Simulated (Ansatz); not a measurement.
**C₈H₁₈: a ladder of functionals and wavefunction methods**

The task here is to estimate one member of a computed series from the others.

Program: Ansatz 0.2.0, Gaussian basis. Level of theory: functionals in def2-TZVPP, the program's frozen cores in correlated methods. These are calculated values, not measurements.

The runs, in order: PBE-D4, r2SCAN-D4, PBE0-D4, B3LYP-D4, ωB97X-V, ωB97M-V, B2PLYP; CCSD(T)/def2-TZVPP; MP2/def2-QZVPP; extrapolation to the limit.

**The relaxed structure**

The geometry comes from an earlier relaxation with PBE0-D4 in a triple-zeta def2 set; it is a stationary point, not always the lowest conformer.

SMILES `CCCC(C)(C)CC`, 26 atoms, charge 0, spin multiplicity 1.

Atoms are counted from 1 here; the program's logs count them from 0.

Bond lengths: C1–C2 1.520 Å, C1–H9 1.094 Å, C1–H10 1.094 Å, C1–H11 1.092 Å, C2–C3 1.521 Å, C2–H12 1.094 Å, C2–H13 1.095 Å, C3–C4 1.537 Å, C3–H14 1.098 Å, C3–H15 1.098 Å, C4–C5 1.527 Å, C4–C6 1.527 Å, C4–C7 1.537 Å, C5–H16 1.094 Å, C5–H17 1.092 Å, C5–H18 1.093 Å, C6–H19 1.094 Å, C6–H20 1.094 Å and more. Angles: C2–C1–H9 111.1°, C2–C1–H10 111.1°, C2–C1–H11 111.6°, H9–C1–H10 107.4°, H9–C1–H11 107.7°, H10–C1–H11 107.7°, C1–C2–C3 111.9°, C1–C2–H12 109.1°, C1–C2–H13 109.2°, C3–C2–H12 110.2°, C3–C2–H13 110.0°, H12–C2–H13 106.3°, C2–C3–C4 117.5°, C2–C3–H14 108.6°, C2–C3–H15 108.4°, C4–C3–H14 108.1°, C4–C3–H15 107.9°, H14–C3–H15 105.8° and more.

The first run:

The input, in.yaml:

```yaml
crystal:
  periodic: [false, false, false]
  atoms:
    - {symbol: C, position_ang: [-1.145309, -1.748030, -2.624811]}
    - {symbol: C, position_ang: [-0.390706, -1.403551, -1.351383]}
    - {symbol: C, position_ang: [-0.778749, -0.033932, -0.815678]}
    - {symbol: C, position_ang: [-0.122926, 0.427034, 0.495816]}
    - {symbol: C, position_ang: [-0.481074, -0.531482, 1.629782]}
    - {symbol: C, position_ang: [-0.684561, 1.809350, 0.821673]}
    - {symbol: C, position_ang: [1.400278, 0.501541, 0.307394]}
    - {symbol: C, position_ang: [2.196965, 1.047113, 1.481700]}
    - {symbol: H, position_ang: [-0.945517, -1.014636, -3.411328]}
    - {symbol: H, position_ang: [-2.225371, -1.757105, -2.452414]}
    - {symbol: H, position_ang: [-0.861390, -2.731130, -3.007465]}
    - {symbol: H, position_ang: [0.684574, -1.440270, -1.551056]}
    - {symbol: H, position_ang: [-0.589280, -2.170790, -0.596182]}
    - {symbol: H, position_ang: [-0.564558, 0.717428, -1.587196]}
    - {symbol: H, position_ang: [-1.867213, -0.013398, -0.673729]}
    - {symbol: H, position_ang: [-1.565540, -0.657845, 1.698642]}
    - {symbol: H, position_ang: [-0.134846, -0.152943, 2.594143]}
    - {symbol: H, position_ang: [-0.036570, -1.518788, 1.483029]}
    - {symbol: H, position_ang: [-1.776023, 1.774746, 0.882177]}
    - {symbol: H, position_ang: [-0.416310, 2.535029, 0.047860]}
    - {symbol: H, position_ang: [-0.314666, 2.183418, 1.778693]}
    - {symbol: H, position_ang: [1.603125, 1.115897, -0.578613]}
    - {symbol: H, position_ang: [1.771502, -0.500928, 0.072170]}
    - {symbol: H, position_ang: [3.265866, 1.031201, 1.256318]}
    - {symbol: H, position_ang: [1.930187, 2.080164, 1.714681]}
    - {symbol: H, position_ang: [2.048103, 0.451927, 2.385807]}
basis:
  gaussian: {orbitals: def2-TZVPP}
hamiltonian: {xc: pbe, dispersion: d4}
output: {forces: true, orbitals: {seedname: orbitals}}
```

Steps of the session up to this table: PBE-D4 (GGA); r2SCAN-D4 (meta-GGA); PBE0-D4 (hybrid); B3LYP-D4 (hybrid); ωB97X-V (range-separated); ωB97M-V (range-separated); B2PLYP (double hybrid); CCSD(T) in def2-TZVPP; MP2 in def2-QZVPP.

One of the session's tables, all rows but one given; the rest of the session is left out.

| method | atomisation energy (kJ/mol) |
| --- | --- |
| PBE-D4 | 10539.3 |
| r2SCAN-D4 | 10393.3 |
| PBE0-D4 | 10447.2 |
| B3LYP-D4 | 10380.5 |
| ωB97X-V | 10387.6 |
| ωB97M-V | ? |
| B2PLYP | 10272.5 |
| HF/def2-TZVPP | 7898.5 |
| MP2/def2-TZVPP | 10254.2 |
| CCSD/def2-TZVPP | 10058.2 |
| CCSD(T)/def2-TZVPP | 10173.8 |
| MP2/CBS | 10457.7 |
| CCSD(T)/CBS | 10377.2 |

**Question.** Estimate the row for ωB97M-V.

**Answer.** atomisation energy (kJ/mol): 10402.1. In the column «atomisation energy (kJ/mol)» it lies between r2SCAN-D4 (10393.3) and PBE0-D4 (10447.2).
